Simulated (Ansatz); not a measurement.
Ansatz (a program for electronic structure) input (PBE0/def2-SVP):

Ansatz 0.2 input:
```yaml
crystal:
  periodic: [false, false, false]
  atoms:
    - {symbol: N, position_ang: [0.00224146, -0.00382052, 0.11155442]}
    - {symbol: H, position_ang: [-0.00202883, 0.95117179, -0.22808750]}
    - {symbol: H, position_ang: [0.80949996, -0.46442426, -0.29287493]}
    - {symbol: H, position_ang: [-0.82316134, -0.46000387, -0.25991854]}
basis:
  gaussian:
    orbitals: def2-SVP
hamiltonian:
  xc: {name: PBE0}
magnetization: {spin_polarized: false}
```

Output:

```
Functional definition: PBE0
integrals: 0.00 GiB planned
346 factors; their error is unknown
mean field: 0.06 GiB planned
mean field evaluation 1: about -1531.5938 eV, gradient 4.6e1 eV
mean field evaluation 2: about -1529.4075 eV, gradient 5.5e1 eV
mean field evaluation 4: about -1535.8277 eV, gradient 1.3e-1 eV
mean field evaluation 8: about -1535.8245 eV, gradient 1.7e-2 eV
mean field -1535.82451952 eV, -56.4405100731 hartree, gradient 8.3e-5 eV, S^2 0.000000; 0 other end points of the search recorded, 0 dependent functions left out
reference -1535.82453611 eV, -56.4405106829 hartree; 5, 5 occupied and 24, 24 virtual orbitals, 346 factors
Total energy: -1535.82453611 eV, -56.4405106829 hartree
```
